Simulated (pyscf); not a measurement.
**Hydrogen shift: •H₂C–C(CH₃)=O → •HC=C(CH₃)–OH**

Gas phase, doublet surface, charge 0. Bonds broken: C1–H5. Bonds formed: O4–H5. PySCF, gas phase, ωB97X-D3(BJ)/def2-SVP geometries.

Transition state (Å):

```xyz
9

C      1.1501    -1.2417    -0.7726
C     -0.0079    -0.8169    -0.0917
C     -0.2748     0.0889     1.0657
O     -0.9952    -1.4118    -0.6926
H     -0.1131    -1.8207    -1.3850
H      2.1584    -1.0537    -0.3710
H     -0.9771     0.8819     0.7653
H     -0.7563    -0.4843     1.8740
H      0.6502     0.5422     1.4440
```

One imaginary mode, 1848i cm⁻¹; descent along it reached the two sides named.

```
bond   change  reactant side (Å)  saddle  product side
-----  ------  -----------------  ------  ------------
C1–H5  breaks              1.093   1.519         2.414
O4–H5   forms              2.577   1.194         0.966
```

Electronic energies relative to the reactant's lowest minimum found (eV):

```json
[
 {"level": "ωB97X-D3(BJ)/def2-TZVP", "barrier": "2.80", "reaction energy": "+1.36", "reverse barrier": "1.44"},
 {"level": "PBE/def2-TZVP", "barrier": "2.50", "reaction energy": "+1.27", "reverse barrier": "1.23"},
 {"level": "r²SCAN/def2-TZVP", "barrier": "2.69", "reaction energy": "+1.29", "reverse barrier": "1.40"},
 {"level": "B3LYP-D3(BJ)/def2-TZVP", "barrier": "2.77", "reaction energy": "+1.32", "reverse barrier": "1.44"},
 {"level": "PBE0-D3(BJ)/def2-TZVP", "barrier": "2.70", "reaction energy": "+1.28", "reverse barrier": "1.43"},
 {"level": "M06-2X/def2-TZVP", "barrier": "2.75", "reaction energy": "+1.18", "reverse barrier": "1.56"},
 {"level": "ωB97M-D3(BJ)/def2-TZVP", "barrier": "2.72", "reaction energy": "+1.31", "reverse barrier": "1.41"},
 {"level": "HF/def2-TZVP", "barrier": "3.53", "reaction energy": "+1.37", "reverse barrier": "2.16"}
]
```

With ωB97M-D3(BJ)/def2-TZVP energies and thermal terms (ideal gas, 1 atm, RRHO with modes under 100 cm⁻¹ raised to 100, one conformer, R ln 2 for chiral ones without a mode under 150 cm⁻¹), in eV:

| T (K) | ΔH‡ | ΔG‡ | ΔH | ΔG |
|---|---|---|---|---|
| 298 | 2.59 | 2.59 | +1.34 | +1.35 |
| 600 | 2.58 | 2.59 | +1.34 | +1.36 |
| 900 | 2.56 | 2.60 | +1.34 | +1.37 |
| 1200 | 2.55 | 2.62 | +1.34 | +1.38 |

The same reactants have a lower exit, to H₂C=C=O + CH₃• (no saddle counted: cutting one bond, which may have a small barrier of its own, costs +1.49 eV at ωB97M-D3(BJ)/def2-TZVP, against +2.72 eV here). •HC=C(CH₃)–OH lies 1.36 eV over its isomer H₃C–CH₂–C•=O (electronic energy, ωB97M-D3(BJ)/def2-TZVP). This is the saddle that the search found; another between the same sides may lie lower.
